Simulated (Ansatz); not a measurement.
**C₂H₄FNO: how energies converge with the basis set**

Aim: see how fast density functionals converge with the basis set for C₂H₄FNO.

Method: one geometry, several basis sets; program: Ansatz 0.2.0, Gaussian basis.

Plan: PBE0-D4/def2-SVP; ωB97M-V/def2-SVP; PBE0-D4/def2-QZVPP; ωB97M-V/def2-QZVPP; the functionals' def2-TZVPP values are taken from earlier runs.

**1. The geometry**

All runs share one geometry, relaxed beforehand with PBE0-D4 in a triple-zeta def2 set.

SMILES `FC1NCO1`, 9 atoms, charge 0, spin multiplicity 1.

Atoms are counted from 1 here; the program's logs count them from 0.

Bond lengths: F1–C2 1.358 Å, C2–N3 1.434 Å, C2–O5 1.399 Å, C2–H6 1.097 Å, N3–C4 1.462 Å, N3–H7 1.010 Å, C4–O5 1.430 Å, C4–H8 1.096 Å, C4–H9 1.094 Å. Angles: F1–C2–N3 113.8°, F1–C2–O5 111.6°, F1–C2–H6 106.0°, N3–C2–O5 93.1°, N3–C2–H6 118.2°, O5–C2–H6 114.0°, C2–N3–C4 86.5°, C2–N3–H7 115.7°, C4–N3–H7 116.6°, N3–C4–O5 90.7°, N3–C4–H8 115.4°, N3–C4–H9 114.9°, O5–C4–H8 111.9°, O5–C4–H9 112.3°, H8–C4–H9 110.4°, C2–O5–C4 89.0°.

**2. PBE0-D4 in def2-SVP**

in.yaml reads:

```yaml
crystal:
  periodic: [false, false, false]
  atoms:
    - {symbol: F, position_ang: [-0.543037, 2.045905, -0.179691]}
    - {symbol: C, position_ang: [0.000713, 0.839775, -0.485327]}
    - {symbol: N, position_ang: [0.598726, 0.174076, 0.635124]}
    - {symbol: C, position_ang: [-0.325266, -0.924599, 0.359813]}
    - {symbol: O, position_ang: [-0.982020, -0.144025, -0.642642]}
    - {symbol: H, position_ang: [0.616068, 1.003688, -1.379062]}
    - {symbol: H, position_ang: [1.583928, -0.030440, 0.547511]}
    - {symbol: H, position_ang: [0.131419, -1.827686, -0.060191]}
    - {symbol: H, position_ang: [-0.992230, -1.183094, 1.187464]}
basis:
  gaussian: {orbitals: def2-SVP}
hamiltonian: {xc: pbe0, dispersion: d4}
output: {orbitals: {seedname: orbitals}}
```

On the command line:

```console
$ ansatz run in.yaml --threads 2 --pin off --events-out ev --progress --plain --max-ram 4352MiB
```

Output:

```text
Functional definition: PBE0
  name "PBE0"
  cite "Adamo & Barone, J. Chem. Phys. 110, 6158 (1999) doi:10.1063/1.478522"
  cite "Perdew, Burke & Ernzerhof, Phys. Rev. Lett. 77, 3865 (1996) doi:10.1103/PhysRevLett.77.3865"
  parent pbe
  parameter a = 0.25
  parameter kappa = 0.804
  parameter beta = 0.06672455060314922
  exchange = (1 - a)*pbe_x(kappa = kappa, mu = beta*pi^2/3) + a*exact_x
  correlation = pbe_c(beta = beta)
1011 factors; their error is unknown
mean field evaluation 1: about -8373.0761 eV, gradient 4.4e1 eV
mean field evaluation 2: about -8371.6567 eV, gradient 5.2e1 eV
mean field evaluation 4: about -8376.6678 eV, gradient 2.1e0 eV
mean field evaluation 8: about -8376.6748 eV, gradient 1.5e-2 eV
mean field evaluation 16: about -8376.6663 eV, gradient 3.3e-5 eV
mean field -8376.66628011 eV, -307.8368078857 hartree, gradient 3.3e-5 eV, S^2 0.000000; 0 other end points of the search recorded, 0 dependent functions left out
reference -8376.66629890 eV, -307.8368085764 hartree; 20, 20 occupied and 70, 70 virtual orbitals, 1011 factors
Total energy: -8376.78114581 eV, -307.8410291222 hartree
```

Wall time 1.4 s (2 threads of Arm Neoverse V1, shared host).

**3. ωB97M-V in def2-SVP**

in.yaml, as its differences from that of step 2:

```diff
@@ -14,3 +14,3 @@
   gaussian: {orbitals: def2-SVP}
-hamiltonian: {xc: pbe0, dispersion: d4}
+hamiltonian: {xc: {name: wB97M-V}}
 output: {orbitals: {seedname: orbitals}}
```

The command is unchanged.

Output (excerpt; [...] marks lines left out):

```text
Functional definition: wB97M-V
  name "wB97M-V"
  cite "Mardirossian & Head-Gordon, J. Chem. Phys. 144, 214110 (2016) doi:10.1063/1.4952647"
  cite "Becke, J. Chem. Phys. 107, 8554 (1997) doi:10.1063/1.475007"
  cite "Vydrov & Van Voorhis, J. Chem. Phys. 133, 244103 (2010) doi:10.1063/1.3521275"
  # Of w^i u^j: cxij and so on, Table III.
[...]
  gx(w, u) = 1 - cx + cx01*u + cx10*w
  gss(w, u) = css00 + css04*u^4 + css10*w + css20*w^2 + css43*w^4*u^3
  gos(w, u) = cos00 + cos10*w + (cos20 + cos21*u)*w^2 + (cos60 + cos61*u)*w^6
[...]
      + integral(e_c_pw_mod_opposite_spin*gos(b97_w_opposite, b97_u_opposite)) + vv10(b, c)
1011 factors; their error is unknown
214 factors; integrals over basis functions are off by at most 5.1e-6 eV
[...]
mean field -8382.68899098 eV, -308.0581384279 hartree, gradient 2.0e-5 eV, S^2 0.000000; 0 other end points of the search recorded, 0 dependent functions left out
reference -8382.68902137 eV, -308.0581395445 hartree; 20, 20 occupied and 70, 70 virtual orbitals, 1011 factors
Total energy: -8382.68902137 eV, -308.0581395445 hartree
```

It took 4.8 s on 2 threads of Arm Neoverse V1, shared host.

**4. PBE0-D4 in def2-QZVPP**

in.yaml, as its differences from that of step 3:

```diff
@@ -13,4 +13,4 @@
 basis:
-  gaussian: {orbitals: def2-SVP}
-hamiltonian: {xc: {name: wB97M-V}}
+  gaussian: {orbitals: "def2-QZVPP.json"}
+hamiltonian: {xc: pbe0, dispersion: d4}
 output: {orbitals: {seedname: orbitals}}
```

The command is unchanged.

Output:

```text
Functional definition: PBE0
  name "PBE0"
  cite "Adamo & Barone, J. Chem. Phys. 110, 6158 (1999) doi:10.1063/1.478522"
  cite "Perdew, Burke & Ernzerhof, Phys. Rev. Lett. 77, 3865 (1996) doi:10.1103/PhysRevLett.77.3865"
  parent pbe
  parameter a = 0.25
  parameter kappa = 0.804
  parameter beta = 0.06672455060314922
  exchange = (1 - a)*pbe_x(kappa = kappa, mu = beta*pi^2/3) + a*exact_x
  correlation = pbe_c(beta = beta)
1134 factors; their error is unknown
mean field evaluation 1: about -8381.4577 eV, gradient 5.6e1 eV
mean field evaluation 2: about -8377.7010 eV, gradient 7.1e1 eV
mean field evaluation 4: about -8386.9653 eV, gradient 3.9e0 eV
mean field evaluation 8: about -8386.9830 eV, gradient 6.2e-1 eV
mean field evaluation 16: about -8386.9834 eV, gradient 1.8e-5 eV
mean field -8386.98337733 eV, -308.2159542155 hartree, gradient 1.8e-5 eV, S^2 0.000000; 0 other end points of the search recorded, 0 dependent functions left out
reference -8386.98340901 eV, -308.2159553797 hartree; 20, 20 occupied and 385, 385 virtual orbitals, 1134 factors
Total energy: -8387.09825592 eV, -308.2201759255 hartree
```

It took 10 s on 2 threads of Arm Neoverse V1, shared host; peak memory 0.99 GiB.

**5. ωB97M-V in def2-QZVPP**

in.yaml, as its differences from that of step 4:

```diff
@@ -14,3 +14,3 @@
   gaussian: {orbitals: "def2-QZVPP.json"}
-hamiltonian: {xc: pbe0, dispersion: d4}
+hamiltonian: {xc: {name: wB97M-V}}
 output: {orbitals: {seedname: orbitals}}
```

Launched as before.

Output (excerpt; [...] marks lines left out):

```text
Functional definition: wB97M-V
  name "wB97M-V"
  cite "Mardirossian & Head-Gordon, J. Chem. Phys. 144, 214110 (2016) doi:10.1063/1.4952647"
  cite "Becke, J. Chem. Phys. 107, 8554 (1997) doi:10.1063/1.475007"
  cite "Vydrov & Van Voorhis, J. Chem. Phys. 133, 244103 (2010) doi:10.1063/1.3521275"
  # Of w^i u^j: cxij and so on, Table III.
[...]
  gx(w, u) = 1 - cx + cx01*u + cx10*w
  gss(w, u) = css00 + css04*u^4 + css10*w + css20*w^2 + css43*w^4*u^3
  gos(w, u) = cos00 + cos10*w + (cos20 + cos21*u)*w^2 + (cos60 + cos61*u)*w^6
[...]
      + integral(e_c_pw_mod_opposite_spin*gos(b97_w_opposite, b97_u_opposite)) + vv10(b, c)
1134 factors; their error is unknown
287 factors; integrals over basis functions are off by at most 6.9e-6 eV
[...]
mean field -8393.25935817 eV, -308.4465922572 hartree, gradient 3.0e-5 eV, S^2 0.000000; 0 other end points of the search recorded, 0 dependent functions left out
reference -8393.25940716 eV, -308.4465940574 hartree; 20, 20 occupied and 385, 385 virtual orbitals, 1134 factors
Total energy: -8393.25940716 eV, -308.4465940574 hartree
```

Run time: 26 s. Hardware: 2 threads of Arm Neoverse V1, shared host; peak memory 1.2 GiB.

**6. Density functionals: the series**

The def2-TZVPP values come from earlier runs at the same geometry.

```tsv
functional	basis	functions	energy (eV)	from the largest (eV)	HOMO (eV)	LUMO (eV)
PBE0-D4	def2-SVP	90	-8376.7811	10.317	-7.56	1.49
PBE0-D4	def2-TZVPP	211	-8386.6449	0.453	-7.71	0.88
PBE0-D4	def2-QZVPP	405	-8387.0983	0.000	-7.75	0.40
ωB97M-V	def2-SVP	90	-8382.6890	10.570	-9.94	3.15
ωB97M-V	def2-TZVPP	211	-8392.8270	0.432	-10.09	2.31
ωB97M-V	def2-QZVPP	405	-8393.2594	0.000	-10.14	1.51
```

**7. Summary of results**

```
                                       quantity           value
PBE0-D4: double and triple zeta above quadruple  10.32, 0.45 eV
ωB97M-V: double and triple zeta above quadruple  10.57, 0.43 eV
```

What this shows: For PBE0-D4 the step from double to triple zeta gains 9.86 eV and the next only 0.45 eV. These are total energies; as a rule much of such shifts cancels in differences, which this series doesn't test. The LUMO of ωB97M-V is positive and keeps falling with the basis (3.15 to 1.51 eV): an unbound level that the basis holds in place.

For PBE0-D4 the largest set took about 7 times as long as the smallest (10 s against 1.4 s).
